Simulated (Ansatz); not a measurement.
in.yaml

```yaml
crystal:
  periodic: [false, false, false]
  atoms:
    - {symbol: C, position_ang: [0.001952, 0.096021, 1.636729]}
    - {symbol: Ga, position_ang: [0.001119, -0.039820, -0.327083]}
    - {symbol: H, position_ang: [0.049083, 1.089837, 2.115768]}
    - {symbol: H, position_ang: [-0.053694, -0.791753, 2.266638]}
    - {symbol: H, position_ang: [-0.096078, 1.312204, -1.260251]}
basis:
  gaussian: {orbitals: cc-pVDZ}
magnetization: {spin_polarized: true, initial_magnetization: 2}
hamiltonian: {xc: {name: PBE}}
correlation: {method: rpa, electrons: outside_noble_gas}
```

```sh
$ ansatz run in.yaml --threads 1 --pin off --events-out ev --progress --plain --max-ram 2393MiB
```

Log:

```
584 factors; integrals over basis functions are off by at most 1.3e-3 eV
mean field evaluation 1: about -53445.2318 eV, gradient 2.9e1 eV
mean field evaluation 2: about -53445.2291 eV, gradient 2.9e1 eV
mean field evaluation 4: about -53449.5638 eV, gradient 8.2e0 eV
mean field evaluation 8: about -53450.2201 eV, gradient 1.4e-1 eV
mean field evaluation 16: about -53450.2202 eV, gradient 1.0e-5 eV
mean field -53450.22023382 eV, -1964.2593637322 hartree, gradient 2.3e-6 eV, S^2 2.003594; 0 other end points of the search recorded, 0 dependent functions left out
15 core orbitals not correlated: weight in the atoms' cores, before any rotation towards them, 0.987 or more for the frozen orbitals, at most 0.022 for the correlated occupied ones
reference -53408.25025470 eV, -1962.7169954479 hartree; 6, 4 occupied and 35, 37 virtual orbitals, 584 factors
Total energy: -53417.26098325 eV, -1963.0481336144 hartree
```

Ran on 1 thread of Arm Neoverse V2, shared host: 1.9 s wall, 0.22 GiB peak host memory.
